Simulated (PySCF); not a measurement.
hydrogen sulfide cation (H₂S), SMILES S (connectivity only; charge and spin as stated), charge +1, multiplicity 2.

Geometry optimised at PBE0-D3(BJ)/def2-TZVPD. The multiplicity is an assumed one; other spin states were not compared.

All values below come from PBE/def2-TZVPD (PySCF).

Isolated molecule, no solvent.

The total energy is -398.84752 hartree. The point group is C2v, the α spin, highest occupied and lowest empty level is -16.69 and -8.64 eV and the β spin, highest occupied and lowest empty level is -17.68 and -14.40 eV. The dipole moment about the centre of nuclear charge comes out as 1.38 D and the mean static polarisability comes out as 15.8 bohr³ (2.34 Å³). The polarisability, principal values is 13.4, 16.5, 17.4 bohr³. The ⟨S²⟩ is 0.755 (pure state 0.75).
